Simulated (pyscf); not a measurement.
6 gas-phase steps of one pattern: four-centre exchange on the singlet surface, Ge–P + H–H or H–H + N–Si or H–H + N–Sn or H–H + P–Si broken and Ge–H + H–P or H–N + H–Si or H–N + H–Sn or H–P + H–Si formed. Structures and frequencies: ωB97X-D3(BJ)/def2-SVP in PySCF. Electronic energies in eV, from the separated reactants; ΔE‡ and ΔE at ωB97M-D3(BJ)/def2-TZVP. Rows were drawn at random from the steps of this pattern with a verified saddle, stable references and no exit in the data more than 5 kcal/mol lower.

| row | step | ΔE | ΔE‡ |
|---|---|---|---|
| 1 | H₃C–SnH₂–NH₂ (SMILES [CH3][SnH2][NH2]) + H₂ (SMILES [H][H]) -> H₃C–SnH₃ (SMILES [CH3][SnH3]) + NH₃ (SMILES N) | -0.33 | 1.47 |
| 2 | H₂P–GeH₂–PH₂ (SMILES [PH2][GeH2][PH2]) + H₂ (SMILES [H][H]) -> H₂P–GeH₃ (SMILES [PH2][GeH3]) + PH₃ (SMILES P) | +0.03 | 2.75 |
| 3 | H₃Si–PH–InH₂ (SMILES [SiH3][PH][InH2]) + H₂ (SMILES [H][H]) -> H₂P–InH₂ (SMILES [PH2][InH2]) + SiH₄ (SMILES [SiH4]) | +0.04 | 2.79 |
| 4 | H₃Si–PH–GaH–PH₂ (SMILES [SiH3][PH][GaH][PH2]) + H₂ (SMILES [H][H]) -> H₂P–GaH–PH₂ (SMILES [PH2][GaH][PH2]) + SiH₄ (SMILES [SiH4]) | +0.06 | ? |
| 5 | H₂N–SiH₂–Si(F)(SiH₃)–SiH₃ (SMILES N[SiH2][Si](F)([SiH3])[SiH3]) + H₂ (SMILES [H][H]) -> F–Si(SiH₃)(SiH₃)–SiH₃ (SMILES F[Si]([SiH3])([SiH3])[SiH3]) + NH₃ (SMILES N) | +0.19 | 2.01 |
| 6 | H₂N–SiH₂–NH–SiH₂–NH–SiH₃ (SMILES N[SiH2]N[SiH2]N[SiH3]) + H₂ (SMILES [H][H]) -> H₂N–SiH₂–NH–SiH₂–NH₂ (SMILES N[SiH2]N[SiH2]N) + SiH₄ (SMILES [SiH4]) | +0.34 | 2.08 |

**Question.** From a straight line through the complete rows, estimate the missing barrier and say how far the line can be trusted.

**Answer.** Over the 5 complete rows the means are +0.05 (ΔE) and 2.22 (ΔE‡); least squares gives b = 0.80 and a = 2.18 eV, with residuals of 0.46 eV (root mean square; largest 0.58, row 3). For row 4: 2.18 + 0.80 × (+0.06) = 2.23 eV. The computed barrier is 2.82 eV, 0.59 over the line. The scatter is large against the spread of the barriers, so the line says little here. Each barrier is that of the saddle found. Elements up to Kr have no core potential and no relativistic terms here. Elements past Kr carry the def2 core potentials, without spin-orbit coupling.
